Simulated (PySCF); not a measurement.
# Si2 (disilicon): UPBE/aug-cc-pVTZ

Aim: the vertical electron affinity of Si2 (disilicon) at UPBE/aug-cc-pVTZ, from 2 runs. 

The calculation is run with PySCF 2.14.0.

4 further runs of the same task are left out: 4 set aside as unsound or not needed.

## Step 1: Starting point

Si2 has 2 atoms, charge 0, and is taken as a triplet. As SMILES, `[Si]=[Si]`. The coordinates come from a GFN2-xTB relaxation.

Bond lengths: Si1–Si2 2.174 Å.

## Step 2: The energy at UPBE/aug-cc-pVTZ

mol.xyz

```xyz
2
Si2
Si     0.000000     0.000000     0.000000
Si     0.000000     0.000000     2.174210
```

calc.py

```python
# disilicon
from pyscf import gto, dft

mol = gto.M(
    atom='mol.xyz',
    spin=2,
    max_memory=1860,
    verbose=3,
    charge=0,
    basis='aug-cc-pvtz',
)

mf = dft.UKS(mol, xc='pbe')
mf.grids.level = 5
mf.conv_tol = 1e-10
mf.kernel()
if not mf.converged:
    mf = mf.newton().run(mf.mo_coeff, mf.mo_occ)

e_final = mf.e_tot
print('Final energy', e_final)
```

Run with:

```
$ OMP_NUM_THREADS=1 python calc.py
```

The log of the run:

```text
WARN: HOMO -0.195322674483568 >= LUMO -0.197409783718712

converged SCF energy = -578.580678309856  <S^2> = 2.0048351  2S+1 = 3.0032217
Final energy -578.580678309856
```

Run time: 11 s. Hardware: 1 thread of Arm Neoverse V2, shared host; peak memory 0.48 GiB.

## Step 3: The doublet anion, same level

job.py

```python
from pyscf import gto, dft

mol = gto.Mole()
mol.atom = [
    ('Si', (0.000000, 0.000000, 0.000000)),
    ('Si', (0.000000, 0.000000, 2.174210)),
]
mol.basis = 'aug-cc-pvtz'
mol.verbose = 3
mol.charge = -1
mol.spin = 1
mol.max_memory = 1860
mol.build()

mf = dft.UKS(mol)
mf.xc = 'pbe'
mf.grids.level = 5
mf.conv_tol = 1e-10
mf.kernel()
if not mf.converged:
    mf = mf.newton().run(mf.mo_coeff, mf.mo_occ)

etot = mf.e_tot
print('Final energy', etot)
```

Run with:

```
$ OMP_NUM_THREADS=1 python job.py
```

The log of the run:

```text
WARN: HOMO 0.0814371446352617 >= LUMO 0.0814371446352636

converged SCF energy = -578.658860660259  <S^2> = 0.75663635  2S+1 = 2.0066254
Final energy -578.6588606602589
```

Run time: 11 s. Hardware: 1 thread of Arm Neoverse V2, shared host; peak memory 0.48 GiB.

## Step 4: What came out

Level: UPBE/aug-cc-pVTZ.

| quantity | value |
| --- | --- |
| triplet Si2: total energy | -578.58068 Eh |
| triplet Si2: dipole moment | 0.00 D |
| triplet Si2: HOMO energy (highest over α and β) | -4.97 eV |
| triplet Si2: LUMO energy (lowest over α and β) | -4.70 eV |
| triplet Si2: ⟨S²⟩ | 2.005 |
| doublet anion: total energy | -578.65886 Eh |
| doublet anion: HOMO energy (highest over α and β) | 0.31 eV |
| doublet anion: LUMO energy (lowest over α and β) | 0.51 eV |
| doublet anion: ⟨S²⟩ | 0.757 |
| vertical electron affinity (to the doublet anion) | 2.127 eV |

**Reading.** At fixed nuclei the extra electron is bound by 2.13 eV (49 kcal/mol). The HOMO (doublet anion) lies at positive energy, 0.31 eV, as semi-local functionals often give for anions; only total energies tell whether the electron is bound.
